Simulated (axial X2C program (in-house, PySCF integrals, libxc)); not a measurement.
**O₂ at several levels of theory**

Computed with an in-house all-electron X2C program for linear molecules (integrals from PySCF). Spin-free means the one-electron spin-free X2C Hamiltonian; two-component (2c) means X2C with spin–orbit coupling and atomic mean-field two-electron Coulomb and Gaunt terms, so the difference of the two also holds small scalar two-electron terms. Basis: O dyall-av3z [7s6p3d2f] (cores contracted in-house); Gaussian nuclei, density fitting, unrestricted open shells. Masses: O 15.995 u.

Input:
```json
{
 "zs": [
  8,
  8
 ],
 "q": 0,
 "bas": [
  "dyall-av3z",
  "dyall-av3z"
 ],
 "levels": [
  "PBE0",
  "HF",
  "PBE50"
 ],
 "cc": true,
 "r0": 1.14,
 "thr": -2.0,
 "nmax": 90,
 "npts": 10,
 "nst": 2,
 "ntry": 6
}
```
```bash
python so2c.py task.json out
```

Keys: zs atomic numbers; q charge; bas basis sets; levels methods; cc coupled cluster on or off; r0 starting distance in Å; thr threshold in hartree for freezing inner shells (an s shell follows its p shell); nmax most natural virtual spinors; npts points on the curve; nst determinants followed; ntry starts of the search. HF also brings MP2.

State, spin-free: M_S = 1, Λ = 0 (beyond evenly filled blocks: π+α, π-α); electrons by block: σα: 5, σβ: 5, π+α: 2, π+β: 1, π-α: 2, π-β: 1. Fragments: O + O.

State, 2c: Ω = 1 (⟨Sz⟩ = 1.00, ⟨Lz⟩ = 0.00 at PBE0); electrons by block: 1/2: 6, -1/2: 7, 3/2: 2, -3/2: 1. Fragments: O + O.

| Hamiltonian | level | Re (Å) | ωe (cm⁻¹) | ωexe (cm⁻¹) | αe (cm⁻¹) | De (eV) | D0 (eV) | k (mdyn/Å) |
| --- | --- | --- | --- | --- | --- | --- | --- | --- |
| spin-free | PBE0 | 1.193 | 1708.3 | 9.81 | 0.0136 | 5.38 | 5.28 | 13.8 |
| spin-free | HF | 1.159 | 1961.9 | 9.22 | 0.0121 | 1.53 | 1.41 | 18.1 |
| spin-free | MP2 | 1.223 | 1457.8 | 15.6 | 0.0189 | 5.49 | 5.40 | 10 |
| spin-free | CCSD | 1.201 | 1658.2 | 10.3 | 0.0142 | 4.66 | 4.56 | 13 |
| spin-free | CCSD(T) | 1.212 | 1578.4 | 11 | 0.0152 | 4.97 | 4.87 | 11.7 |
| spin-free | PBE50 | 1.173 | 1845.8 | 9.66 | 0.013 | 4.63 | 4.51 | 16.1 |
| 2c | PBE0 | 1.193 | 1708.0 | 9.8 | 0.0136 | 5.39 | 5.28 | 13.7 |
| 2c | HF | 1.159 | 1961.5 | 9.17 | 0.0122 | 1.54 | 1.41 | 18.1 |
| 2c | CCSD | 1.201 | 1658.0 | 10.3 | 0.0142 | 4.66 | 4.56 | 13 |
| 2c | CCSD(T) | 1.212 | 1578.2 | 11 | 0.0152 | 4.95 | 4.86 | 11.7 |
| 2c | PBE50 | 1.173 | 1845.5 | 9.65 | 0.013 | 4.63 | 4.51 | 16 |

Correlated methods: 12 electrons correlated (number of frozen shells: O 1 s), 196 virtual spin orbitals or spinors in MP2, 90 natural virtuals in coupled cluster.

One determinant describes the state; a PBE0 search over occupations chose it and may have missed a lower one. De is counted from the lowest determinant-based energies of the atoms at the same level, without counterpoise correction. Density functionals use the spin component along the axis (collinear). CCSD and (T) use frozen natural virtuals with an MP2 correction for the truncation; (T) itself is uncorrected, so its De runs slightly low. A 2c atom that is not at its ground J level misses part of its spin–orbit lowering, and De is too large by that part (0.04 eV or less for light atoms). This holds for PBE0, PBE50. The functionals have no current-density term, which raises determinants with orbital currents, atoms included. With several unpaired electrons one determinant need not be a pure state. Open-shell Ω = 0 determinants with evenly filled partner blocks cannot be reached by this program, so the Ω shown need not be the lowest component. This is the Ω = 1 component of a π² triplet; the 0⁺ component is not one determinant and can lie lowest.

No reliable constants came from MP2 (2c): no minimum in range, unconverged points, a curve that is not smooth, a change of character along it, or the two Hamiltonians disagreeing along it.

Rough cost a point (2c) on 1 thread(s) of a shared host, integrals apart: PBE0 0.4 s, HF 0.15 s, CCSD(T) 5 s, PBE50 0.4 s.

The whole task took 100 s on 1 thread of INTEL(R) XEON(R) PLATINUM 8581C CPU @ 2.10GHz (Emerald Rapids) (shared host).
